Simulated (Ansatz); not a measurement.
What does this script print? It uses Ansatz 0.2.0, Python API.

`field_al2fh3.py`:
```python
# -*- coding: utf-8 -*-
"""Dipole of Al2FH3 in the field of point charges."""

import ansatz as az
import numpy as np

GEOMETRY = """
F    -0.89190   -2.14280    1.28140
Al   -0.50440   -1.11960   -0.17610
Al    0.46930    1.14310    0.09990
H    -0.68010   -1.68530   -1.64540
H     0.89400    2.00450   -1.18520
H     0.75520    1.73620    1.57920
"""

molecule = az.Crystal.molecule()
for line in GEOMETRY.strip().splitlines():
    symbol, *xyz = line.split()
    molecule = molecule.atom(symbol, [float(v) for v in xyz])

base = molecule.calculation()
base = base.basis(gaussian="aug-cc-pVDZ")
base = base.functional("pbe0")
base = base.forces()
# charges +q and -q at -R and +R make a nearly even field 2 k q / R^2 at the centre
centre = np.mean([site.position_ang for site in molecule.cartesian_sites], axis=0)
field = 2 * 14.399645 * 4.0 / 25.0 ** 2


def dipole(axis, sign):
    arm = 25.0 * np.eye(3)[axis]
    pair = [{"charge": sign * 4.0, "position_ang": (centre - arm).tolist()}, {"charge": -sign * 4.0, "position_ang": (centre + arm).tolist()}]
    deck = base.input().set(az.key.basis.gaussian.point_charges, pair)
    return np.array(az.Session.from_dict(deck).plan().execute().report["charge_distribution"]["dipole_moment_e_ang"])


print(f"field {field:.4f} V/A")
alpha = np.array([(dipole(axis, 1) - dipole(axis, -1)) / (2 * field) * 14.399645 for axis in range(3)])
print("polarisability tensor (A^3)")
print(np.array2string(alpha, precision=3, suppress_small=True))
print(f"mean {np.trace(alpha) / 3:.3f} A^3 = {np.trace(alpha) / 3 / 0.14818471:.2f} bohr^3")
```

```console
$ python field_al2fh3.py
field 0.1843 V/A
polarisability tensor (A^3)
[[ 7.826  1.395  0.119]
 [ 1.423 10.597  0.326]
 [ 0.124  0.342  9.404]]
mean 9.275 A^3 = 62.59 bohr^3
```

The geometry is a force-field or estimated start, not a minimum of this method, and the basis set is short of its limit. The field of two point charges is only nearly even. Run time: 24 s on 1 thread of Arm Neoverse V1 (shared host), peak memory 0.27 GiB.
